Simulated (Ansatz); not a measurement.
Cartesian coordinates in Å:
```
F 0.5537 0.5243 -1.3358
Si -0.4014 -0.1021 -0.2219
Cl -0.2683 1.0425 1.4663
H 0.1160 -1.4647 0.0914
```

Total charge 0; spin multiplicity 2.

(1) List the r2SCAN/def2-TZVPP orbital energies in eV (the Gaussian-basis code of Ansatz). (Best estimate.)

Answers

(1) Computed: α occupied: -2753.83, -1793.28, -666.70, -255.22, -193.76, -193.63, -193.61, -143.50, -98.44, -98.40, -98.33, -31.81, -22.00, -14.44, -12.02, -11.73, -11.49, -9.92, -9.07, -8.79, -6.00. α empty: -0.62, -0.21, 1.19, 3.40, 4.30, 4.37, 4.88, 5.18. β occupied: -2753.80, -1793.19, -666.63, -255.20, -193.72, -193.60, -193.59, -143.42, -98.32, -98.27, -98.20, -31.69, -21.88, -14.09, -11.78, -11.64, -11.22, -9.67, -8.88, -8.69. β empty: -3.34, 0.01, 0.39, 1.82, 3.85, 4.63, 4.79, 5.15. ⟨S²⟩ = 0.753.
